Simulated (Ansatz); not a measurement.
Input file:

```yaml
crystal:
  periodic: [false, false, false]
  atoms:
    - {symbol: Si, position_ang: [0.000000, 0.000000, 1.334378]}
    - {symbol: B, position_ang: [0.000000, 0.000000, -4.184622]}
    - {symbol: H, position_ang: [0.000000, 0.000000, 2.850243]}
basis:
  gaussian: {orbitals: cc-pVDZ}
magnetization: {spin_polarized: false}
correlation: {method: mp2, electrons: outside_noble_gas}
output: {forces: true}
```

```sh
$ ansatz run in.yaml --threads 1 --pin off --events-out ev --progress --plain --max-ram 2393MiB
```

Log:

```
362 factors; integrals over basis functions are off by at most 1.4e-3 eV
mean field evaluation 1: about -8535.8847 eV, gradient 1.2e1 eV
mean field evaluation 2: about -8535.8858 eV, gradient 1.2e1 eV
mean field evaluation 4: about -8533.5348 eV, gradient 2.0e1 eV
mean field evaluation 8: about -8539.1580 eV, gradient 1.4e0 eV
mean field evaluation 16: about -8539.1545 eV, gradient 1.8e0 eV
mean field evaluation 32: about -8535.8847 eV, gradient 1.2e1 eV
mean field evaluation 64: about -8538.9471 eV, gradient 4.7e0 eV
mean field evaluation 96: about -8539.1920 eV, gradient 1.3e-2 eV
mean field evaluation 128: about -8539.1903 eV, gradient 2.2e-1 eV
mean field -8539.19199724 eV, -313.8095178265 hartree, gradient 6.2e-6 eV, S^2 0.000000; 12 other end points of the search recorded, 0 dependent functions left out; unrestricted orbitals would lower it
mean field evaluation 160: about -8543.2574 eV, gradient 2.6e-1 eV
unrestricted determinant -8543.26858343 eV, -313.9593296057 hartree, S^2 1.0236
6 core orbitals not correlated: weight in the atoms' cores, before any rotation towards them, 1.000 or more for the frozen orbitals, at most 0.000 for the correlated occupied ones
reference -8539.19199724 eV, -313.8095178265 hartree; 4, 4 occupied and 27, 27 virtual orbitals, 362 factors
second order -6.12550614 eV of doubles, -0.00000000 eV of singles
the calculation of the forces begins
WARN: the results are in doubt because the forces break the atoms' symmetry
Total energy: -8545.31750339 eV, -314.0346260253 hartree
Atom 0 at     0.000000     0.000000     1.334378 Å, force    -0.454158    -0.000000     0.300325 eV/Å
Atom 1 at     0.000000     0.000000    -4.184622 Å, force     0.097861     0.000000    -0.529291 eV/Å
Atom 2 at     0.000000     0.000000     2.850243 Å, force     0.356297     0.000000     0.228966 eV/Å
Dipole moment:     0.009059    -0.000000     0.052351 e Å
In doubt: the forces break the atoms' symmetry
```

Ran on 1 thread of Arm Neoverse V1, shared host: 0.78 s wall, 0.23 GiB peak host memory.
